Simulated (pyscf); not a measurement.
Single points on ωB97X-D3(BJ)/def2-SVP structures (PySCF, gas phase).

### Question
For the elementary gas-phase step `[SH]` [doublet] + `[OH2]` → `[OH][SH]` + `[H]` [doublet] (doublet surface; H–O broken, O–S formed), what barrier and reaction energy does ωB97M-D3(BJ)/def2-TZVP give, measured from the separated reactants?

### Answer
ΔE‡ = 2.56 eV, ΔE = +2.10 eV. CCSD(T)/def2-TZVPP + ΔMP2(QZVPP) gives 2.75 eV and +2.28 eV. Zero-point energy shifts the barrier by -0.11 eV. It is a substitution at O, with an imaginary mode of 1429i cm⁻¹. This is the saddle that the search found; another between the same sides may lie lower. The angle at the attacked O is 154°. The CCSD(T) − MP2 part came from Ansatz, without density fitting, on the same reference. Left out: the spin-orbit lowering of SH.
